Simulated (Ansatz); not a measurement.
# C2H4O2: the cost of one run

Computed with the Python package of Ansatz 0.2.0. Level of theory: PBE/def2-SVP.

**1. The system**

Bond lengths: C1–O2 1.428 Å, O2–C3 1.356 Å, C3–O4 1.220 Å, C1–H5 1.095 Å, C1–H6 1.093 Å, C1–H7 1.095 Å, C3–H8 1.101 Å. Angles: C1–O2–C3 113.8°, O2–C1–H5 110.5°, O2–C1–H6 108.1°, O2–C1–H7 110.5°, H5–C1–H6 108.4°, H5–C1–H7 110.8°, H6–C1–H7 108.5°, O2–C3–O4 126.7°, O2–C3–H8 109.0°, O4–C3–H8 124.4°.

The script holds or builds the structure itself.

**2. Script**

The input, run_torsion.py:

```python
# -*- coding: utf-8 -*-
import ansatz as az
from ase import Atoms

BASIS_SET = "def2-SVP"
FUNCTIONAL = "pbe"
FORCE_TOL = 0.02


def main():
    atoms = Atoms(["C", "O", "C", "O", "H", "H", "H", "H"], positions=[
        (-1.0041, -0.1827, 0.0618),
        (0.3044, -0.7292, 0.2304),
        (1.3025, 0.1445, -0.0508),
        (1.1768, 1.3015, -0.4176),
        (-1.1628, 0.1188, -0.9784),
        (-1.7311, -0.9604, 0.3114),
        (-1.1563, 0.6639, 0.7387),
        (2.2706, -0.3564, 0.1046),
    ])

    first = (
        az.Crystal.molecule_from_ase(atoms).calculation()
        .basis(gaussian=BASIS_SET)
        .functional(FUNCTIONAL)
        .relax(force_tolerance=FORCE_TOL, max_steps=80)
    )
    atoms.positions = first.run(threads=1, backend="cpu").report["positions_ang"]

    start = atoms.get_dihedral(4, 0, 1, 2)
    energies = {}
    for turn in range(0, 360, 40):
        turned = atoms.copy()
        turned.set_dihedral(4, 0, 1, 2, start + turn, indices=[1, 2, 3, 7])
        base = az.Crystal.molecule_from_ase(turned).calculation().basis(gaussian=BASIS_SET).functional(FUNCTIONAL)
        energies[round((start + turn) % 360)] = base.run(threads=1, backend="cpu").report["free_energy_ev"]
    floor = min(energies.values())
    print("dihedral H4-C0-O1-C2 (deg)   E - E(min) (kcal/mol)")
    for angle, e in sorted(energies.items()):
        print(f"{angle:8d} {23.060548 * (e - floor):14.3f}  " + "#" * int(30 * (e - floor) / max(max(energies.values()) - floor, 1e-9)))


if __name__ == "__main__":
    main()
```

**3. The calls as engine input**

The package turns the script's settings into the engine's input (first run):

```yaml
crystal:
  periodic: [false, false, false]
  atoms:
    - { symbol: C, position_ang: [-1.0041, -0.1827, 0.0618] }
    - { symbol: O, position_ang: [0.3044, -0.7292, 0.2304] }
    - { symbol: C, position_ang: [1.3025, 0.1445, -0.0508] }
    - { symbol: O, position_ang: [1.1768, 1.3015, -0.4176] }
    - { symbol: H, position_ang: [-1.1628, 0.1188, -0.9784] }
    - { symbol: H, position_ang: [-1.7311, -0.9604, 0.3114] }
    - { symbol: H, position_ang: [-1.1563, 0.6639, 0.7387] }
    - { symbol: H, position_ang: [2.2706, -0.3564, 0.1046] }
basis:
  gaussian:
    orbitals: def2-SVP
hamiltonian:
  xc: pbe
relax:
  f_tol: 0.02
  max_steps: 80
```

**4. The run**

Command:

```sh
$ python run_torsion.py
```

What time and memory should one allow on 1 thread of AMD EPYC 9R14 (Zen 4), shared host?

About 13 s, with a peak of 0.21 GiB.
